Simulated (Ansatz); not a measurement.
Rock-salt SnTe (cubic form, which distorts at low temperature)

Method: PBEsol (plane waves, PAW; Ansatz, a first-principles code).

Run with plane-wave cutoff 500 eV, 12×12×12 k mesh, Fermi–Dirac smearing 0.05 eV, scalar-relativistic PAW data made under PBE.

Cell (relaxed at this level):

```xyz
2
Lattice="0.0000 3.1442 3.1442 3.1442 0.0000 3.1442 3.1442 3.1442 0.0000" Properties=species:S:1:pos:R:3 pbc="T T T"
Sn     0.0000     0.0000     0.0000
Te     3.1442     3.1442     3.1442
```

```
Item                           Result
--------  ---------------------------
band gap  0.16 eV (on the SCF k mesh)
```

Measured, for comparison: band gap 0.3 eV (4 K, zero-point motion not removed, bulk gap, ARPES or transport; rounded; as tabulated in Ando (2013), arXiv:1304.5693).

Note: symmetry holds this phase in the static calculation, where it need not be a minimum.

Spin–orbit coupling is not included; with these elements it can move the gap by several tenths of an eV or more.

Cost on a shared machine: very roughly 40 core-seconds.
